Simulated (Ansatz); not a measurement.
PbO (Pbcm, No. 57), treated with PBEsol (Ansatz, a quantum-chemistry and plane-wave program, plane waves, PAW).

Run with plane-wave cutoff 520 eV, 8×6×6 k mesh (along the axes of the cell as run), Fermi–Dirac smearing 0.01 eV, scalar-relativistic PAW data made under PBE.

Cell (measured lattice):

```xyz
8
Lattice="4.7750 0.0000 0.0000 0.0000 5.4890 0.0000 0.0000 0.0000 5.8910" Properties=species:S:1:pos:R:3 pbc="T T T"
Pb     1.1937     5.3748     1.3602
Pb     3.5813     0.1142     4.5308
Pb     3.5813     2.8587     1.3602
Pb     1.1937     2.6303     4.5308
O      1.1937     0.4863     5.1199
O      3.5813     5.0027     0.7711
O      3.5813     2.2582     5.1199
O      1.1937     3.2308     0.7711
```

Q: Predict the band gap, smallest direct gap on the k points sampled and Γ–Γ gap.

A: 
* **band gap**: 1.98 eV
* **smallest direct gap on the k points sampled**: 2.38 eV
* **Γ–Γ gap**: 3.07 eV

Note: cell and atoms aren't relaxed at this level (largest force component 0.34 eV/Å, pressure 1.2 GPa).

Spin–orbit coupling is not included; with these elements it can move the gap by several tenths of an eV or more.
